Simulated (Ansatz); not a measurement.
Consider the formal exchange of groups at the Al–B bond: `C[BH][AlH2]` + `C=N` → `N=[CH][AlH2]` + `BC`.

Calculated with Ansatz (gas phase, PBE0-D4/def2-TZVP geometries, no zero-point term in ΔE). CBS: MP2 limit from def2 TZ/QZ plus the TZ coupled-cluster correction, frozen cores. This one scheme is used for every species. DFT in def2-TZVPP. B3LYP here is the variant with VWN-RPA as its local correlation; programs differ in this. HSE06 is defined as in plane-wave codes. Each species was taken in one conformer, which may not be the lowest.

```csv
level,ΔE (kJ/mol),difference from CCSD(T)/CBS
revPBE-D4,-13.3,8.8
PBE0-D4,-13.8,8.3
B3LYP-D4,-22.4,-0.3
r2SCAN0-D4,-19.1,3.0
HSE06-D4,-13.8,8.3
BHLYP-D4,-24.2,-2.1
CAM-B3LYP-D4,-24.1,-2.0
B2PLYP,-25.1,-3.0
revPBE,-12.1,10.0
B3LYP,-22.3,-0.2
r2SCAN0,-19.3,2.8
HSE06,-13.9,8.2
CCSD/def2-SVP,-19.5,2.6
HF/def2-TZVPP,-26.1,-4.0
SCS-MP2/def2-TZVPP,-28.0,-5.9
MP2/def2-QZVPP,-29.0,-6.9
CCSD(T)/CBS,-22.1,0
```

Largest T1 diagnostic among the species: 0.012.

Leaving LDA and LC-ωPBE aside and taking each functional with its dispersion term where it has one, the values, not all of them listed here, spread over 13.3 kJ/mol, from ωB97M-V to PBE-D4.
